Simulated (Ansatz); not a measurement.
## Relaxing Mg₂H₃

The calculation used DFT PBE, scalar-relativistic, plane waves, PAW (Ansatz). Cutoff 420 eV, Γ-centred k mesh, Gaussian smearing, no spin polarisation in the final step.

Mg₂H₃ was placed on the corundum structure type (R-3c, No. 167), with Mg in place of Al, H in place of O, at a guessed volume.

```
CELL_PARAMETERS angstrom
2.61721 1.51104 4.76371
-2.61721 1.51104 4.76371
0.00000 -3.02209 4.76371
ATOMIC_POSITIONS crystal
Mg 0.85218 0.85218 0.85218
Mg 0.64782 0.64782 0.64782
Mg 0.14782 0.14782 0.14782
Mg 0.35218 0.35218 0.35218
H 0.05625 0.44375 0.75000
H 0.75000 0.05625 0.44375
H 0.44375 0.75000 0.05625
H 0.94375 0.55625 0.25000
H 0.25000 0.94375 0.55625
H 0.55625 0.25000 0.94375
```

Cell and atoms relax at zero pressure; the relaxation can't lower the symmetry of the start.

Energies over the elements count from the elements' standard structures at the same level (H₂ as a molecule), with no empirical corrections.

(1) What does it relax into?

(2) What are its volume, energy, density and gap?

Answers

(1) It keeps R-3c (No. 167). The result has the corundum structure. Conventional cell: a = 5.380 Å, c = 12.521 Å. Around Mg lie 6 H at 2.06–2.10 Å; around H lie 4 Mg at 2.06–2.10 Å.

```xyz
10
Lattice="2.6898 1.5530 4.1738 -2.6898 1.5530 4.1738 0.0000 -3.1059 4.1738" Properties=species:S:1:pos:R:3 pbc="T T T"
Mg    0.0000    0.0000   10.8786
Mg    0.0000    0.0000    7.9036
Mg    0.0000    0.0000    1.6429
Mg    0.0000    0.0000    4.6179
H    -1.2050   -1.5530    5.2173
H     1.9474   -0.2671    5.2173
H    -0.7424    1.8201    5.2173
H     1.2050    1.5530    7.3042
H    -1.9474    0.2671    7.3042
H     0.7424   -1.8201    7.3042
```

(2) The volume per atom is 10.46 Å³ and the density is 1.64 g/cm³. The energy over the elements is 0.06 eV/atom. The gap on the 12×12×12 mesh is 0 eV (a metal).

The final run used a 12×12×12 mesh on its 10-atom cell and 0.10 eV smearing. For metals, differences of a few meV/atom aren't resolved. A structure relaxed within its symmetry needn't be a true minimum.

Cost: 3 runs of about 6.7 core-minutes in all, on Intel Xeon Platinum 8488C (Sapphire Rapids) (shared hosts).